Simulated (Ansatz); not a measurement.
Basis-set extrapolation for C₂H₄FN (`C=NCF`) (PBE0-D4/def2-TZVP geometry, frozen core, Ansatz 0.2.0). Multiplicity 1, RHF reference.

|  | def2-TZVPP | def2-QZVPP |
| --- | --- | --- |
| HF | -232.018287 | -232.028730 |
| MP2 correlation | -0.778133 | -0.837800 |
| CCSD(T) correlation | -0.832716 | not run |

Energies in hartree. Use E(X) = E(∞) + A·exp(−7.88·√X) for Hartree–Fock and E(X) = E(∞) + B·X^(−2.97) for correlation, with X = 3 and 4, and add CCSD(T) minus MP2 of the smaller set to the MP2 limit.

Problem. What is the CCSD(T) energy at the basis-set limit?

Solution. HF limit: -232.028730 + (-0.010443) × 0.13774 = -232.03017. MP2 limit: -0.837800 + (-0.059667) × 0.74074 = -0.88200. Higher-order term: -0.832716 − (-0.778133) = -0.05458. Total: -232.96675 hartree, 3.15 eV below CCSD(T)/def2-TZVPP.
